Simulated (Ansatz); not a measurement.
**N (P2_13)**

These are results of Ansatz 0.2.0, DFT r2SCAN, scalar-relativistic, plane waves, PAW, not measurements.

Plane waves to 500 eV, a k mesh through Γ of 4×4×4 on the computed 4-atom cell and Gaussian smearing (0.02 eV); collinear spin from starting moments 3.23 3.23 3.23 3.23 μB.

The structure is relaxed at this level of theory with its symmetry kept.

```yaml
crystal:
  lattice:
    - [5.55956, 0.00000, 0.00000]
    - [0.00000, 5.55956, 0.00000]
    - [0.00000, 0.00000, 5.55956]
  atoms:
    - { symbol: N, position: [0.00037, 0.00037, 0.00037] }
    - { symbol: N, position: [0.49963, 0.99963, 0.50037] }
    - { symbol: N, position: [0.50037, 0.49963, 0.99963] }
    - { symbol: N, position: [0.99963, 0.50037, 0.49963] }
```

| Quantity | Value |
| --- | --- |
| Space group | P2_13 (No. 198) |
| Volume per atom | 289.9 bohr³ |
| Formation energy from the elements' standard states (uncorrected) | +4.776 eV/atom |
| Generalised Kohn–Sham band gap | 4.54 eV, indirect from Γ to R |
| Löwdin character of the top 1 eV of the valence band | N 2p 100 % |
| Löwdin character of the lowest 1 eV of the conduction band | N 2p 99 % |
| Electron masses at the edge by Cartesian direction of the standard setting (m_e; degenerate bands sorted by energy; no spin-orbit coupling) | x: 2.1, 2.1, 1.8, 1.8; y: 2.1, 2.1, 1.8, 1.8; z: 2.1, 2.1, 1.8, 1.8 |
| Hole masses at the edge by Cartesian direction of the standard setting (m_e; degenerate bands sorted by energy; no spin-orbit coupling) | x: 8.7, 8.7, 2.4; y: 8.7, 8.7, 2.4; z: 8.7, 8.7, 2.4 |
| Bulk modulus | 0.5 GPa |
| Its pressure derivative | 7.3 |
| Electronic dielectric constant xx, yy, zz of the standard setting (independent particles) | 1.4, 1.4, 1.4 |
| Bader charges (e) | N (4 in the cell) 0.00 |
| Total moment | 12.00 μB per cell |
| Site moments (μB; atoms counted from 1 over the whole cell) | N (atom 1) 2.94, N (atom 2) 2.94, N (atom 3) 2.94, N (atom 4) 2.94 |

The state reached may not be the lowest one.

Only this magnetic start was tried.

Cost: 12 runs of about 14 core-minutes in all, on Arm Neoverse V2 (shared hosts).